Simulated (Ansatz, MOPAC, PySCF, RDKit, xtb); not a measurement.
Pair of molecules: HCl (SMILES Cl) (first 2 atoms) with HCl (SMILES Cl); geometry from NCB31 set.
(charge 0, multiplicity 1):
```xyz
4

Cl     1.861    -0.065     0.000
H      1.754     1.211     0.000
Cl    -1.925     0.006     0.000
H     -0.658    -0.194     0.002
```

Monomers are frozen at their geometry in the pair; levels with a basis set take the counterpoise correction. RDKit's UFF carries no charges.

Correlated levels freeze the cores. CBS(a, b) extrapolates the correlation energy as X⁻³ and adds the Hartree–Fock energy of set b. Rows in 6-31G* carry no dispersion term and start afresh at each structure (6-31G* with six Cartesian d functions). The state that PM3 reach isn't checked.

The values were computed with Ansatz (an electronic-structure program); MOPAC for PM3 (differences of heats of formation); PySCF for 6-31G* rows, the dispersion terms; RDKit for the force fields; xtb for the GFN methods. Each number belongs to the level named beside it.

```tsv
level	interaction energy (kJ/mol)
UFF	7.6
GFN-FF	-13.8
PM3	-7.0
HF/6-31G*	-0.9
HF/aug-cc-pV(T+d)Z	-0.9
SVWN5/def2-TZVPPD	-15.8
PBE-D3(BJ)/def2-TZVPPD	-10.6
r2SCAN-D3(BJ)/def2-TZVPPD	-9.0
CCSD(T)/CBS(aug-cc-pV(T+d)Z, aug-cc-pV(Q+d)Z)	___
```

Question: Some entries are withheld; supply them.

Answer: 
- CCSD(T)/CBS(aug-cc-pV(T+d)Z, aug-cc-pV(Q+d)Z), interaction energy (kJ/mol): -8.3
